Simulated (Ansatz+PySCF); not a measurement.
A calculation with PySCF 2.14.0.

```python
from pyscf import gto, scf, cc

mol = gto.M(atom="""
C 0.000000 0.000000 0.000000
C 1.037640 0.000000 1.567710
C -1.037640 0.000000 1.567710
""", basis='sto-3g', charge=1, spin=1)
mf = scf.UHF(mol)
mf.kernel()
mycc = cc.CCSD(mf, frozen=3).run()
et = mycc.ccsd_t()
print(mf.e_tot, mycc.e_corr, et, mycc.e_tot + et)
```

The script is written out from the run's settings.

The run gave:

```
Converged                       : yes
Reference energy                : -111.28434 hartree
CCSD correlation energy         : -0.30372 hartree
Triples correction              : -0.03840 hartree
Total energy                    : -111.62646 hartree
Spin squared of the determinant : 0.931
```

The reference isn't the lowest determinant (another lies 4.14 eV lower), but the same method gives a higher total on the lower determinant. Caution: large share of triples, a single reference is doubtful; the unrestricted determinant is spin contaminated; another reference gives a lower total.
